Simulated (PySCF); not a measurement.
**thio-thionyl fluoride: calculation against experiment**

**Measured values to compare with.**

NIST CCCBDB Release 22 (SRD 101), experimental dipoles lists, for the gas: dipole moment (microwave Stark effect) 1.03 D.

The results are set against them at the end.

Thio-thionyl fluoride, S₂F₂.
Atom-mapped SMILES: `[F:1][S:2]([F:3])=[S:4]`

Geometry (PBE0-D3(BJ)/def2-TZVP, Å), atoms numbered from 1 in this order:
```
atom  x, y, z in Å
F1     1.2305    0.6496   -0.4204
S2     0.1356   -0.0539    0.5201
F3    -0.9772    1.0414    0.1416
S4    -0.3507   -1.6623   -0.2746
```

The PySCF runs (gas phase, on this PBE0-D3(BJ)/def2-TZVP geometry; no spin–orbit coupling):

```tsv
level	job	basis functions	wall time
PBE0-D3(BJ)/def2-TZVP, grid level 2	geometry optimisation from a GFN2-xTB start shaken at random	136	44 s
PBE0/pcSseg-2	shieldings, charges and field gradients, density and orbital grids written	158	16 s
CAM-B3LYP/aug-cc-pVTZ	10 singlets by full TDDFT, 4 Tamm–Dancoff triplets, polarisability	192	21 s
PBE0/aug-cc-pVTZ	10 singlets by full TDDFT, 4 Tamm–Dancoff triplets, polarisability, dynamic polarisability, density and orbital grids written	192	25 s
wB97X-D/aug-cc-pVTZ	10 singlets by full TDDFT, 4 Tamm–Dancoff triplets, polarisability, ΔSCF ions	192	75 s
```

Hardware: an Arm Neoverse N1 with one thread, no GPU, shared host.

Results beside the measurements:

**Dipole moment.** Measured: 1.03 D (NIST CCCBDB Release 22 (SRD 101), experimental dipoles).

```csv
level,computed (D),computed − measured (D),% (from the printed values)
PBE0-D3(BJ)/def2-TZVP,0.96,-0.07,-7
PBE0/pcSseg-2,1.09,+0.06,+6
CAM-B3LYP/aug-cc-pVTZ,1.06,+0.03,+3
PBE0/aug-cc-pVTZ,0.97,-0.06,-6
wB97X-D/aug-cc-pVTZ,1.00,-0.03,-3
```

The computed dipoles belong to one fixed geometry; measured ones are averaged over vibrations unless marked μe. Magnitudes are compared, not signs.

The geometry is computed, not the measured one. Where a level misses, the cause wasn't examined.
